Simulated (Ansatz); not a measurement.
## Ansatz (development build ahead of 0.2.0) run

```yaml
crystal:
  periodic: [false, false, false]
  atoms:
    - { symbol: H, position_ang: [0.0, 0.0, 0.0] }
    - { symbol: "N", position_ang: [0.0, 0.0, 1.04] }
    - { symbol: "N", position_ang: [0.0, 0.0, 7.0] }
    - { symbol: H, position_ang: [0.0, 0.0, 8.04] }
basis:
  gaussian: { orbitals: def2-SVP }
magnetization:
  spin_polarized: true
hamiltonian:
  xc: hf
output:
  forces: true
```

The input is written out in the form of the current development build from the run's settings.

Output:

```yaml
Converged: yes
Total_energy: -109.82845 hartree
Spin_squared_of_the_determinant: 2.029
Stability_test: minimum
```

Forces (eV/Å):
| atom | Fx | Fy | Fz |
| --- | --- | --- | --- |
| H1 | 0.000 | 0.000 | 0.503 |
| N2 | 0.000 | 0.000 | -0.511 |
| N3 | 0.000 | 0.000 | 0.511 |
| H4 | 0.000 | 0.000 | -0.503 |

Caution: the unrestricted determinant is a mixture of spin states.
